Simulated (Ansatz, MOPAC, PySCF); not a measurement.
Reaction (SMILES): C=CC [prop-1-ene] -> [CH]=C (C2H3) + [CH3] (CH3) (the C-C bond breaks)

Property: bond dissociation energy (enthalpy at 298 K), in kcal/mol. Set-up: six Cartesian d functions in 6-31G* and its kin unless marked 5d; open shells spin-unrestricted; non-relativistic; 6-311+G** with 5d; LANL2DZ all-electron up to Ne; dispersion terms only where a functional's name holds one; valence correlation only; spin-orbit terms left out. First-principles rows: single points at B3LYP-D3(BJ) geometries (Ansatz, a quantum-chemistry and plane-wave program), with unscaled harmonic terms from B3LYP/6-31G* at its own minima. Semi-empirical rows: MOPAC heats of formation at their own minima for 298 K. A UHF reference is markedly spin-contaminated in at least one set, which strains HF and MP2.

Measured values: Active Thermochemical Tables 1.112 (ions: stationary electron), as tabulated in the package chemicals; G2/97 table in ASE (Curtiss et al.); they hold spin-orbit and core effects, anharmonicity. 

Value to compare with, the measured value: 101.7 kcal/mol.

```json
[
 {"level": "AM1", "program": "MOPAC", "bond dissociation energy (enthalpy at 298 K) (kcal/mol)": "83.8", "error": "-17.9"},
 {"level": "MNDO", "program": "MOPAC", "bond dissociation energy (enthalpy at 298 K) (kcal/mol)": "78.7", "error": "-23.0"},
 {"level": "HF/LANL2DZ", "program": "Ansatz", "bond dissociation energy (enthalpy at 298 K) (kcal/mol)": "66.2", "error": "-35.5"},
 {"level": "HF/6-31G*", "program": "Ansatz", "bond dissociation energy (enthalpy at 298 K) (kcal/mol)": "70.7", "error": "-31.0"},
 {"level": "SVWN5/6-31G*", "program": "Ansatz", "bond dissociation energy (enthalpy at 298 K) (kcal/mol)": "121.8", "error": "20.1"},
 {"level": "BLYP/6-31G*", "program": "Ansatz", "bond dissociation energy (enthalpy at 298 K) (kcal/mol)": "97.3", "error": "-4.4"},
 {"level": "BP86/6-31G* (5d)", "program": "PySCF", "bond dissociation energy (enthalpy at 298 K) (kcal/mol)": "101.1", "error": "-0.6"},
 {"level": "B3LYP/3-21G", "program": "Ansatz", "bond dissociation energy (enthalpy at 298 K) (kcal/mol)": "99.5", "error": "-2.2"},
 {"level": "B3LYP/6-31+G*", "program": "Ansatz", "bond dissociation energy (enthalpy at 298 K) (kcal/mol)": "96.0", "error": "-5.7"},
 {"level": "B3LYP/6-31G**", "program": "Ansatz", "bond dissociation energy (enthalpy at 298 K) (kcal/mol)": "98.5", "error": "-3.2"},
 {"level": "B3LYP/6-311+G**", "program": "Ansatz", "bond dissociation energy (enthalpy at 298 K) (kcal/mol)": "94.7", "error": "-7.0"},
 {"level": "MP2/STO-3G", "program": "Ansatz", "bond dissociation energy (enthalpy at 298 K) (kcal/mol)": "122.2", "error": "20.5"},
 {"level": "MP2/3-21G", "program": "Ansatz", "bond dissociation energy (enthalpy at 298 K) (kcal/mol)": "99.7", "error": "-2.0"},
 {"level": "r2SCAN-D4/def2-TZVPD", "program": "Ansatz + dftd4", "bond dissociation energy (enthalpy at 298 K) (kcal/mol)": "93.1", "error": "-8.6"},
 {"level": "B3LYP/def2-TZVPD", "program": "Ansatz", "bond dissociation energy (enthalpy at 298 K) (kcal/mol)": "94.9", "error": "-6.8"},
 {"level": "B2PLYP-D3(BJ)/def2-TZVPD", "program": "Ansatz + dftd3", "bond dissociation energy (enthalpy at 298 K) (kcal/mol)": "98.9", "error": "-2.8"}
]
```

Among the 13 habitual levels, HF/LANL2DZ lies farthest from the measured value (-35.5 kcal/mol) and BP86/6-31G* (5d) nearest (-0.6); 2 of 13 lie above it, and their mean absolute error is 13.3 kcal/mol, the median 7.0. One case shows no general order.

The levels are drawn from those run, B3LYP/6-31G* more often than the rest, none by its result; runs whose electronic state is in doubt are left out.
